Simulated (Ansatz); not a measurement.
System: cyanoethylene, C3H3N, net charge 0, singlet state. 
Geometry from a B3LYP-D3(BJ)/def2-TZVP (Ansatz, a program for electronic structure) optimisation:
```
C
C 1 1.3311
H 2 1.0812 1 120.63
H 2 1.0816 3 117.72 1 -180.00
H 1 1.0836 2 121.31 3 0.00
C 1 1.4256 5 115.74 2 -180.00
N 6 1.1524 5 151.58 1 180.00
```

Atomisation energy built up term by term with Ansatz (kcal/mol; UHF references for open shells; valence terms freeze the core; atomic spin-orbit terms are left out). Basis-set limits of correlation are two-point, X^-3; Hartree-Fock from the larger set.

The Hartree-Fock reference is unstable (checked in the largest basis), which strains HF and MP2. 

```
term                                          basis  kcal/mol
-----------------------  --------------------------  --------
Hartree-Fock                                cc-pVQZ       ___
CCSD correlation               CBS(cc-pVTZ,cc-pVQZ)    205.26
(T)                            CBS(cc-pVTZ,cc-pVQZ)       ___
core correlation                          cc-pwCVTZ      3.99
scalar relativity (X2C)  cc-pVTZ-DK against cc-pVTZ     -0.56
sum: De                                                   ___
```

**Question.** Complete the blanks.

**Answer.** 
- Hartree-Fock, kcal/mol: 535.84
- (T), kcal/mol: 17.86
- sum: De, kcal/mol: 762.4
